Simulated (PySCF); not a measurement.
**Magnesium: a sound run and one with changed settings**

Sound run: Mg [Ne] 3s2, Mg⁺ [Ne] 3s1. All numbers are calculated (PySCF 2.14, the spin-free X2C one-electron Hamiltonian (Gaussian nucleus), in x2c-TZVPall (5s4p3d, 32 functions)). In the sound run the correlated levels freeze [Ne]. The sound run starts from symmetry-adapted Hartree-Fock orbitals and uses a fine grid where one is needed.

Changed run: all electrons correlated in a basis built for the valence shell.

```csv
species,method,sound run (hartree),changed run (hartree),converged
Mg,MP2,-199.93462,-200.10209,yes
Mg,CCSD(T),-199.94559,-200.11786,yes
Mg⁺,MP2,n/a,-199.83357,yes
Mg⁺,CCSD(T),n/a,-199.83968,yes
```

Ionisation energy of Mg:

```tsv
method	sound run (eV)	changed run (eV)
UHF	6.621	6.621
MP2	7.211	7.307
SCS-MP2	7.329	7.403
CCSD	7.510	7.545
CCSD(T)	7.510	7.570
```

A valence basis has no tight correlating functions, so it recovers only part of the core correlation, and not evenly between atom and ion.

For comparison, NIST gives 7.646 eV between the lowest levels.
